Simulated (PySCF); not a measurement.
# One shape, several levels: SiHClO (SMILES O[Si]Cl)

Wanted: a comparison of 6 runs (B2PLYP/STO-3G, wB97X-V/STO-3G, CCSDT(Q)/STO-3G, CCSDTQ/STO-3G, CCSD(T)/STO-3G, FCI/STO-3G) of SiHClO. Input form: a Python script.

Program for the calculation: PySCF 2.14.0.

2 further runs of the same task are left out: 2 set aside as unsound or not needed.

**1. The molecule**

SiHClO has 4 atoms, charge 0, and is taken as a singlet. As SMILES, `O[Si]Cl`. The shape is that of a PBE0-D4/def2-TZVP optimisation.

Bond lengths: O1–Si2 1.637 Å, Si2–Cl3 2.110 Å, O1–H4 0.963 Å. Angles: O1–Si2–Cl3 101.3°, Si2–O1–H4 120.4°.

**2. A single-point energy at B2PLYP/STO-3G (run 1)**

job.py

```python
# O[Si]Cl
from pyscf import gto, dft, mp

mol = gto.M(
    atom='''
O     -1.723052     0.850755    -0.583358
Si    -0.820519    -1.492317     1.222653
Cl     3.141292    -1.324698     0.796331
H     -0.492841     1.852687    -1.473986
''',
    spin=0,
    unit='bohr',
    basis='sto-3g',
    max_memory=1860,
    verbose=3,
)

ks = dft.RKS(mol)
ks.xc = '0.53*HF + 0.47*B88, 0.73*LYP'
ks.grids.level = 5
ks.conv_tol = 1e-10
ks.kernel()
if not ks.converged:
    ks = ks.newton().run(ks.mo_coeff, ks.mo_occ)

pt = mp.MP2(ks, frozen=11).run()
etot = ks.e_tot + 0.27 * pt.e_corr
print('PT2 part  %.8f' % (0.27 * pt.e_corr))
print('E(%s) = %.9f' % ('B2PLYP', etot))
```

Command:

```sh
$ OMP_NUM_THREADS=1 python job.py
```

Log:

```text
converged SCF energy = -815.707586289911
E(RMP2) = -815.821103058906  E_corr = -0.1135167689945
E(SCS-RMP2) = -815.824551842075  E_corr = -0.116965552163982
PT2 part  -0.03064953
E(B2PLYP) = -815.738235818
```

Run time: 5.1 s. Hardware: 1 thread of Arm Neoverse V1, shared host; peak memory 0.22 GiB.

**3. A single-point energy at wB97X-V/STO-3G (run 2)**

calc.py

```python
from pyscf import gto, dft

molecule = gto.M(
    atom='''
O       -0.911800       0.450200      -0.308700
Si      -0.434200      -0.789700       0.647000
Cl       1.662300      -0.701000       0.421400
H       -0.260800       0.980400      -0.780000
''',
    verbose=3,
    max_memory=1860,
    basis='sto-3g',
    spin=0,
    charge=0,
)

mf = dft.RKS(molecule, xc='wb97x-v')
mf.grids.level = 5
mf.conv_tol = 1e-10
mf.nlcgrids.level = 1
mf.kernel()
if not mf.converged:
    mf = mf.newton().run(mf.mo_coeff, mf.mo_occ)

e_final = mf.e_tot
print('Final energy', e_final)
```

Command:

```sh
$ OMP_NUM_THREADS=1 python calc.py
```

Log:

```text
converged SCF energy = -816.025049456542
Final energy -816.0250494565416
```

Run time: 18 s. Hardware: 1 thread of Arm Neoverse V1, shared host; peak memory 0.22 GiB.

Runs 3 to 5 aren't shown in full; the table further down has their settings and results.

**4. A single-point energy at FCI/STO-3G (run 6)**

calc.py

```python
from pyscf import gto, scf, mcscf
from pyscf import fci

mol = gto.M(
    atom='''
O     -0.911800     0.450200    -0.308700
Si    -0.434200    -0.789700     0.647000
Cl     1.662300    -0.701000     0.421400
H     -0.260800     0.980400    -0.780000
''',
    verbose=3,
    basis='sto-3g',
    max_memory=1860,
)

mf = scf.RHF(mol)
mf.conv_tol = 1e-10
mf.kernel()
if not mf.converged:
    mf = mf.newton().run(mf.mo_coeff, mf.mo_occ)

cas = mcscf.CASCI(mf, mf.mo_coeff.shape[-1] - 11, (mol.nelec[0] - 11, mol.nelec[1] - 11))  # full CI above the frozen core
cas.fcisolver = fci.direct_spin0.FCI(mol)  # even spin states alone
cas.kernel()
print('<S^2> = %.4f' % cas.fcisolver.spin_square(cas.ci, cas.ncas, cas.nelecas)[0])
e_final = cas.e_tot
print('Final energy', e_final)
```

Command:

```sh
$ OMP_NUM_THREADS=1 python calc.py
```

Log:

```text
converged SCF energy = -814.656436858697
CASCI E = -814.755410361184  E(CI) = -62.2048461830296  S^2 = 0.0000000
<S^2> = 0.0000
Final energy -814.7554103611844
```

It took 9.6 s on 1 thread of Arm Neoverse V1, shared host; peak memory 0.23 GiB.

**5. Overview of the runs**

```
run            level  frozen core orbitals  nlc grid  energy (Eh)  dipole moment (D) of the reference  HOMO energy (eV)  LUMO energy (eV)  wall time
  1    B2PLYP/STO-3G                    11         –  -815.738236                                2.22             -5.92              3.16      5.1 s
  2   wB97X-V/STO-3G                     –         1  -816.025049                                2.35             -7.19              4.09       18 s
  3  CCSDT(Q)/STO-3G                    11         –  -814.755566                                2.25             -7.74              5.61      3.3 s
  4    CCSDTQ/STO-3G                    11         –  -814.755471                                2.25             -7.74              5.61       20 s
  5   CCSD(T)/STO-3G                    11         –  -814.754949                                2.25             -7.74              5.61     0.83 s
  6       FCI/STO-3G                    11         –  -814.755410                                2.25             -7.74              5.61      9.6 s
```

**6. Outcome**

| quantity | value |
| --- | --- |
| run 6: total energy | -814.75541 Eh |
| run 6: dipole moment (Hartree–Fock density) | 2.25 D |
| run 6: HOMO energy (Hartree–Fock orbitals) | -7.74 eV |
| run 6: LUMO energy (Hartree–Fock orbitals) | 5.61 eV |
| run 6: HOMO–LUMO gap (Hartree–Fock orbitals) | 13.35 eV |
| run 6: correlation energy (11 core orbitals frozen) | -99.0 mEh |

**Reading.** Against full CI in this basis: CCSDT(Q) -0.2 mEh; CCSDTQ -0.1 mEh; CCSD(T) +0.5 mEh. Totals of different functionals can't be ranked against each other. In runs 1, 2, 3, 4, 5, 6 the basis is minimal, so the values are rough. All runs together took 57 s, the longest 20 s.
